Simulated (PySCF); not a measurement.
Isomers of [C5H12P]+ (charge +1), from PySCF, PBE0-D3(BJ)/def2-SVP geometry optimisation, gas phase. One conformer each, no zero-point energy, no frequencies.

Question: Which is lower in electronic energy at this level?
A. `[CH3:1]/[CH:2]=[CH:3]/[PH2+:4][CH2:5][CH3:6]` (charge +1) with C2–C3–P4–C5 -121°, C3–P4–C5–C6 -178°: A = 10965, B = 1010, C = 985.3 MHz, dipole 0.89 D
B. `C[C@@H]1C[P+]1(C)C`: A = 3982, B = 2219, C = 1831 MHz, dipole 1.54 D

Answer: B. That is `C[C@@H]1C[P+]1(C)C`, 8.2 kcal/mol below the other.

| SMILES | mapped SMILES | E (Eh) | relative (kcal/mol) | relative (kJ/mol) | dipole about centre of mass (D) |
| --- | --- | --- | --- | --- | --- |
| C[C@@H]1C[P+]1(C)C | [CH3:1][C@@H:2]1[CH2:3][P+:4]1([CH3:5])[CH3:6] | -538.25001 | 0.0 | 0.0 | 1.54 |
| C/C=C/[PH2+]CC | [CH3:1]/[CH:2]=[CH:3]/[PH2+:4][CH2:5][CH3:6] | -538.23697 | 8.2 | 34.2 | 0.89 |

As drawn, the lower has a three-membered ring, which the higher lacks.
